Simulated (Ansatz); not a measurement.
# SO₂F₂: up Jacob's ladder to CCSD(T)

One table from this session's results is given with a row withheld; the runs are named, their logs left out.

Method: functionals in def2-TZVPP, the program's frozen cores in correlated methods; program: Ansatz 0.2.0, Gaussian basis.

Levels to be run: LDA (SPW92), PBE-D4, revPBE-D4, BLYP-D4, r2SCAN-D4, B97M-V, PBE0-D4, B3LYP-D4, r2SCANh-D4, r2SCAN0-D4, HSE06-D4, BHLYP-D4, CAM-B3LYP-D4, LC-ωPBE, ωB97X-V, ωB97M-V, B2PLYP, PBE-QIDH; CCSD(T)/def2-SVP; CCSD(T)/def2-TZVPP; CCSD(T)/def2-QZVPP; extrapolation to the limit; RPA on PBE.

## Structure used throughout

All runs share one geometry, relaxed beforehand with PBE0-D4 in a triple-zeta def2 set.

5 atoms, charge 0, spin multiplicity 1.

Atoms are counted from 1 here; the program's logs count them from 0.

Bond lengths: O1–S2 1.404 Å, S2–O3 1.404 Å, S2–F4 1.539 Å, S2–F5 1.539 Å. Angles: O1–S2–O3 124.9°, O1–S2–F4 108.1°, O1–S2–F5 108.1°, O3–S2–F4 108.1°, O3–S2–F5 108.1°, F4–S2–F5 95.6°.

The first run:

The input, in.yaml:

```yaml
crystal:
  periodic: [false, false, false]
  atoms:
    - {symbol: O, position_ang: [-0.388173, -0.151073, 1.421719]}
    - {symbol: S, position_ang: [0.070873, -0.096864, 0.095874]}
    - {symbol: O, position_ang: [1.129589, -0.862245, -0.418749]}
    - {symbol: F, position_ang: [-1.140880, -0.267578, -0.837449]}
    - {symbol: F, position_ang: [0.328593, 1.377759, -0.261405]}
basis:
  gaussian: {orbitals: def2-TZVPP}
hamiltonian: {xc: lda}
output: {orbitals: {seedname: orbitals}}
```

Command:

```
> ansatz run in.yaml --threads 2 --pin off --events-out ev --progress --plain --max-ram 32768MiB --backend cpu
```

Among the steps run: LDA; PBE-D4 (GGA); revPBE-D4 (GGA); BLYP-D4 (GGA); r2SCAN-D4 (meta-GGA); B97M-V (meta-GGA); B3LYP-D4 (hybrid); r2SCANh-D4 (hybrid); r2SCAN0-D4 (hybrid); HSE06-D4 (hybrid); BHLYP-D4 (hybrid); CAM-B3LYP-D4 (range-separated); LC-ωPBE (range-separated); ωB97X-V (range-separated); ωB97M-V (range-separated); B2PLYP (double hybrid); PBE-QIDH (double hybrid).

One of the session's tables, all rows but one given; the rest of the session is left out.

It belongs to the step «Orbital energies across the functionals». 

```
  functional  HOMO (eV)  gap (eV)
 LDA (SPW92)      -9.07      7.79
      PBE-D4      -8.80      7.88
   revPBE-D4      -8.71      7.93
     BLYP-D4      -8.71      7.79
   r2SCAN-D4      -9.23      8.74
      B97M-V      -9.32      9.08
     PBE0-D4     -10.61     11.03
    B3LYP-D4          ?         ?
  r2SCANh-D4      -9.90      9.88
  r2SCAN0-D4     -10.91     11.59
    HSE06-D4     -10.19     10.22
    BHLYP-D4     -12.35     14.13
CAM-B3LYP-D4     -12.12     13.65
     LC-ωPBE     -13.46     16.44
     ωB97X-V     -13.08     15.99
     ωB97M-V     -13.01     15.74
```

Estimate the missing values for B3LYP-D4.

Worked estimate for «HOMO (eV)». Against the share of exact exchange, BLYP-D4 (0, -8.71), BHLYP-D4 (0.5, -12.35) give a slope of -7.28 per unit share; at 0.2 the line stands at -10.17.

**Answer.** HOMO (eV): -10.32; gap (eV): 10.31. In «HOMO (eV)» the line misses by +0.15.
